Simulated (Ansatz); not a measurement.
# Cd2P3I (C2/c, No. 15; cell taken from a computed entry)

Level of theory: r²SCAN (plane waves, PAW; Ansatz, a program for electronic structure).

Numerical settings: plane-wave cutoff 560 eV, 6×6×6 k mesh, Fermi–Dirac smearing 0.01 eV, scalar-relativistic PAW data made under PBE.

Cell (relaxed with PBEsol):

```yaml
crystal:
  lattice:
    - [4.10328, -4.62610, -0.00732]
    - [4.10328, 4.62610, -0.00732]
    - [-1.24469, 0.00000, 7.36822]
  atoms:
    - { symbol: Cd, position: [0.10770, 0.39513, 0.28366] }
    - { symbol: Cd, position: [0.89230, 0.60487, 0.71634] }
    - { symbol: Cd, position: [0.60487, 0.89230, 0.21634] }
    - { symbol: Cd, position: [0.39513, 0.10770, 0.78366] }
    - { symbol: P, position: [0.80324, 0.19676, 0.75000] }
    - { symbol: P, position: [0.19676, 0.80324, 0.25000] }
    - { symbol: P, position: [0.84116, 0.93251, 0.53632] }
    - { symbol: P, position: [0.15884, 0.06749, 0.46368] }
    - { symbol: P, position: [0.06749, 0.15884, 0.96368] }
    - { symbol: P, position: [0.93251, 0.84116, 0.03632] }
    - { symbol: I, position: [0.37933, 0.62067, 0.75000] }
    - { symbol: I, position: [0.62067, 0.37933, 0.25000] }
```

```
Property                                      Result
-------------------------------------------  -------
band gap                                     1.45 eV
smallest direct gap on the k points sampled  1.92 eV
direct gap at Γ                              2.29 eV
```

Note: cell and atoms aren't relaxed at this level (largest force component 0.19 eV/Å, pressure 2.1 GPa).

Spin–orbit coupling is not included; with these elements it can move the gap by several tenths of an eV or more.

Computed values are for the static lattice.

The result took about 7 core-minutes (a rough figure).
